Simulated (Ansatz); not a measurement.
Geometry optimisation, Ansatz 0.2.0, RKS r2SCAN/cc-pVDZ.

The input (input.yaml):

```yaml
crystal:
  periodic: [false, false, false]
  atoms:
    - { symbol: C, position_ang: [-0.5829, -1.3277, 0.9847] }
    - { symbol: O, position_ang: [0.4807, -0.8566, 0.2071] }
    - { symbol: C, position_ang: [0.3304, 0.4786, -0.2336] }
    - { symbol: "N", position_ang: [-0.4644, 0.6383, -1.3114] }
    - { symbol: O, position_ang: [1.6049, 0.9609, -0.6382] }
    - { symbol: F, position_ang: [-0.0251, 1.2727, 0.808] }
    - { symbol: H, position_ang: [-0.4523, -2.3314, 1.2391] }
    - { symbol: H, position_ang: [-1.5222, -1.1884, 0.394] }
    - { symbol: H, position_ang: [-0.706, -0.6926, 1.9439] }
    - { symbol: H, position_ang: [-0.441, 1.5995, -1.5635] }
    - { symbol: H, position_ang: [-0.1206, 0.0922, -2.0356] }
    - { symbol: H, position_ang: [1.9756, 1.2993, 0.2393] }
basis:
  gaussian: { orbitals: cc-pVDZ }
hamiltonian:
  xc: r2scan
relax:
  f_tol: 0.015
  max_steps: 40
```

Command:

```bash
$ ansatz run input.yaml --threads 2 --pin off --max-ram 3072MiB --backend cpu --events-out ev --progress --plain --runs-dir out
```

Q: Where does it end, and by what steps?

A: The forces met the threshold. After 9 steps the energy has fallen by 0.720 eV; H12 moved furthest, 0.53 Å.

```tsv
step	energy less start (eV)	largest force component (eV/Å)	accepted
0	0.0000	3.801	yes
1	-0.5543	1.920	yes
2	-0.6692	0.501	yes
3	-0.6719	0.637	yes
4	-0.7044	0.530	yes
5	-0.7146	0.127	yes
6	-0.7181	0.095	yes
7	-0.7191	0.077	yes
8	-0.7195	0.036	yes
9	-0.7196	0.015	yes
```

```xyz
12
Properties=species:S:1:pos:R:3
C -0.592 -1.247 0.967
O 0.580 -0.679 0.373
C 0.387 0.570 -0.188
N -0.541 0.560 -1.268
O 1.622 1.047 -0.561
F -0.159 1.422 0.782
H -0.335 -2.287 1.203
H -1.437 -1.213 0.262
H -0.860 -0.707 1.890
H -0.732 1.528 -1.532
H -0.083 0.116 -2.066
H 2.226 0.834 0.171
```

The run took 34 s on 2 threads of AMD EPYC 7B13 (Zen 3), on a shared host, peak memory 0.2 GiB.
